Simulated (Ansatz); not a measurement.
**Telling isomers of CHAlN apart by their spectra**

These gas-phase data were calculated for one isomer of CHAlN at B3LYP-D3(BJ)/def2-SVP (harmonic, unscaled wavenumbers; equilibrium rotational constants with average atomic masses):

- rotational constants: 853.4, 5.415, 5.381 GHz
- all wavenumbers above 1500 cm⁻¹: 2903, 1893

Candidates:

(1) `N#[C][AlH]`, a doublet
(2) `[CH]=[N][Al]`, a doublet

Which candidate do the data belong to?

Candidate (2). The band at 2903 cm⁻¹ lies where the C–H stretch is expected; (1) has no mode between 2750 and 3290 cm⁻¹.

The same quantities for all candidates:

```tsv
	rotational constants (GHz)	wavenumbers above 1500 cm⁻¹	E above the lowest, B3LYP-D3(BJ)/def2-SVP (kcal/mol)
(1)	262.8, 5.003, 4.91	2281, 1872	0.0
(2)	853.4, 5.415, 5.381	2903, 1893	2.5
```

Open shells are spin-unrestricted. Programs: Ansatz 0.2.0.
